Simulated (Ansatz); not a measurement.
## Other spins and charges of AsH3⁺, doublet at one geometry

Geometry (PBE0/def2-TZVP stationary point for this spin, not checked as a minimum):

```tsv
atom	x (Å)	y (Å)	z (Å)
As	0.0001	0.0000	-0.0162
H	1.4362	0.0138	0.4059
H	-0.7317	1.2385	0.3977
H	-0.7085	-1.2513	0.3998
```

Basis 6-31G (Cartesian d functions); Ansatz 0.2.0. Correlated methods freeze the noble-gas cores and the filled d shells of p-block atoms. R marks a restricted (for open shells ROHF) determinant. No spin–orbit coupling is included, and no scalar relativity.

Gaps are energies of the second state less the first, at fixed atoms, for a selection of the levels run; each method lands on the state that its own search finds for that charge and spin.

Coupled cluster chose its determinant by a search with trial CCSD, here up to 0.44 eV above the lowest Hartree–Fock solution of its kind, and MP2 stands on that determinant too. For open shells CISD and CISDTQ are restricted-active-space CI with the open shells as a complete middle space.

Quartet less doublet: 9.268 eV at full CI (doublet A', quartet A', in Cs).

Large singles or doubles amplitudes warn of static correlation in the AsH3⁺ quartet.

```tsv
level	gap (eV)	error (meV)
RMP2	9.614	346
RCCSD	9.347	79
RCCSD(T)	9.302	34
BCCD(T)	9.306	38
RCCSDT	9.270	2
CISDTQ	9.268	0
RCCSDT(Q)	9.267	-1
RCCSDTQ	9.267	-1
```

Full CI is exact within this basis and frozen core; it isn't the basis-set limit.
